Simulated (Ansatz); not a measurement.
The input, for Ansatz 0.2.0:

```yaml
crystal:
  periodic: [false, false, false]
  atoms:
    - {symbol: H, position_ang: [-2.140888, 0.000000, 0.000000]}
    - {symbol: H, position_ang: [-1.395888, 0.000000, 0.000000]}
    - {symbol: C, position_ang: [0.237112, 0.000000, 0.000000]}
    - {symbol: H, position_ang: [0.237112, -1.080023, 0.000000]}
    - {symbol: H, position_ang: [0.237112, 0.540011, 0.935327]}
    - {symbol: H, position_ang: [0.237112, 0.540012, -0.935327]}
basis:
  gaussian: {orbitals: cc-pVDZ}
magnetization: {spin_polarized: true, initial_magnetization: 1}
correlation: {method: ccsdt_q, electrons: outside_noble_gas}
```

```sh
$ ansatz run in.yaml --threads 1 --pin off --events-out ev --progress --plain --max-ram 2816MiB --backend cpu
```

Log:

```
701 factors; integrals over basis functions are off by at most 2.0e-7 eV
mean field evaluation 1: about -1105.5204 eV, gradient 1.2e1 eV
mean field evaluation 2: about -1105.5203 eV, gradient 1.2e1 eV
mean field evaluation 4: about -1106.5480 eV, gradient 1.5e0 eV
mean field evaluation 8: about -1106.5780 eV, gradient 2.2e-3 eV
mean field evaluation 16: about -1106.5785 eV, gradient 5.5e-2 eV
mean field -1106.57801873 eV, -40.6659921228 hartree, gradient 2.3e-6 eV, S^2 0.768933; 1 other end points of the search recorded, 0 dependent functions left out
1 core orbitals not correlated: weight in the atoms' cores, before any rotation towards them, 1.000 or more for the frozen orbitals, at most 0.000 for the correlated occupied ones
reference -1106.57801873 eV, -40.6659921228 hartree; 5, 4 occupied and 33, 34 virtual orbitals, 701 factors
second order -4.36544740 eV of doubles, -0.00000000 eV of singles
cycle   1  -4.97234946 eV  change   -6.1e-1 eV  update   5.3e-2
cycle   2  -5.26842649 eV  change   -3.0e-1 eV  update   2.1e-2
cycle   3  -5.29936286 eV  change   -3.1e-2 eV  update   8.6e-3
cycle   4  -5.29902539 eV  change    3.4e-4 eV  update   4.3e-3
cycle   5  -5.30119906 eV  change   -2.2e-3 eV  update   1.6e-3
cycle   6  -5.30085672 eV  change    3.4e-4 eV  update   6.4e-4
cycle   7  -5.30111649 eV  change   -2.6e-4 eV  update   2.1e-4
cycle   8  -5.30115430 eV  change   -3.8e-5 eV  update   7.3e-5
cycle   9  -5.30109194 eV  change    6.2e-5 eV  update   3.0e-5
cycle  10  -5.30108324 eV  change    8.7e-6 eV  update   1.3e-5
cycle  11  -5.30108762 eV  change   -4.4e-6 eV  update   5.6e-6
cycle  12  -5.30108861 eV  change   -9.9e-7 eV  update   2.0e-6
cycle  13  -5.30108889 eV  change   -2.8e-7 eV  update   6.8e-7
perturbative correction -0.00378715 eV, -0.0001391753 hartree
Total energy: -1111.88289477 eV, -40.8609427217 hartree
```

For the same geometry and basis RCCSDTQ lies 0.3 meV higher.

Ran on 1 thread of AMD EPYC 7R13, shared host: 11 s wall, 0.31 GiB peak host memory.
